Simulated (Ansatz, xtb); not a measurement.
**Two structures of C2H3+**

Structure X is `[CH+]=C`, a singlet and structure Y is a singlet given by its coordinates. Both are isolated ions in the gas phase, relaxed with PBE0-D4/def2-TZVP.

X (Å):

```xyz
5

C    -0.9309    0.0484   -0.2791
C     0.2598   -0.3295   -0.3381
H    -1.9625    0.3757   -0.2279
H     0.8515   -0.5017    0.5759
H     0.7582   -0.5033   -1.3057
```

Y (Å):

```tsv
atom	x (Å)	y (Å)	z (Å)
C	-0.8381	-0.8908	-0.1727
C	-0.2510	-0.0530	-0.8348
H	-1.5306	0.0019	-0.7788
H	0.2710	0.6893	-1.4215
H	-1.3574	-1.6343	0.4147
```

Close contacts (Å): C1–C2 1.22, C1–H3 1.28, C1–H5 1.08, C2–H3 1.28, C2–H4 1.08.

Energies in hartree; the thermal terms are from PBE0-D4/def2-TZVP harmonic frequencies (ideal gas, rigid rotor, one conformer each, 400 K, 1 atm) and include the zero-point energy:

|  | X | Y |
| --- | --- | --- |
| E, CCSD(T)/def2-TZVPP | −77.435970 | −77.441326 |
| zero-point energy | 0.034555 | 0.034608 |
| H(400 K) − E | 0.041132 | 0.040824 |
| G(400 K) − E | 0.003936 | 0.004815 |

Task: Work out ΔE, ΔE₀, ΔH and ΔG for X → Y in kJ/mol (1 Eh = 2625.50 kJ/mol) and the equilibrium ratio [Y]/[X].

Result: 1. ΔE = −77.441326 − (−77.435970) = −0.005356 Eh = −14.06 kJ/mol.
2. ΔE₀ = ΔE + ΔZPE = −0.005356 + (+0.000053) Eh = −13.92 kJ/mol.
3. ΔH = ΔE + (−0.000308) Eh = −14.87 kJ/mol.
4. ΔG = ΔE + (+0.000879) Eh = −11.75 kJ/mol, so ΔS = (ΔH − ΔG)/T = −7.8 J/(mol K).
5. kT = 1.2667 mEh, so K = [Y]/[X] = exp(−ΔG/kT) = exp(+3.53) ≈ 34.

Structure Y is favoured at this temperature. An error of 4 kJ/mol in ΔG would change K by a factor of 3.3. GFN2-xTB, HF/STO-3G, HF/def2-TZVPP gave ΔE the other sign. Large T1 diagnostics make the coupled-cluster value less sure. Mirror images and further conformers aren't counted.

Other levels gave ΔE = +19.8 (GFN2-xTB); +63.8 (HF/STO-3G, GFN2-xTB geometries); −7.9 (r2SCAN-D4/def2-SVP, GFN2-xTB geometries); −10.4 (PBE0-D4/def2-TZVP); +13.4 (HF/def2-TZVPP); −34.6 (MP2/def2-TZVPP) kJ/mol. The correlated steps freeze 2 core orbitals. Programs: Ansatz 0.2.0, xtb 6.7.1.
